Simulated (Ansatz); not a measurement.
A made-up structure of CH2NSi, doublet:

```
5
angstrom
N -0.0482 -1.2141 1.8807
C -0.0906 -0.5493 0.9374
Si -0.2678 0.5619 -0.5060
H -0.5074 -0.2474 -1.7218
H 0.1895 -1.2947 2.8694
```

It is relaxed with PBE-D4/def2-SVP and then PBE0-D4/def2-TZVP (Ansatz 0.2.0). Atoms count as bonded within 1.22 times the sum of their covalent radii (H–H: 0.88 Å). The end point is not checked to be a true minimum.

**Question.** Does its bonding change? (Judge from chemistry; the calculation decides.)

**Answer.** By the calculation: No: no bond forms or breaks.

Where it ends: The first stage lowers the energy by 0.48 eV in 11 steps. It ends as CH₂NSi ([NH][C][SiH]):
N1  (-0.265, -1.045, 1.920)
C2  (-0.223, -0.420, 0.909)
Si3  (-0.302, 0.719, -0.515)
H4  (-0.321, -0.516, -1.407)
H5  (0.386, -1.481, 2.553)
(Å)

Labels in which every atom is bracketed show which atoms are joined, not bond orders.

For scale, one of the runs: PBE0-D4/def2-TZVP relaxation, 111 basis functions, launched by `ansatz run in.yaml --threads 2 --pin off --events-out ev --progress --plain --max-ram 4352MiB`. The run took about 26 s on 2 CPU threads of an Arm Neoverse V1 (shared host).
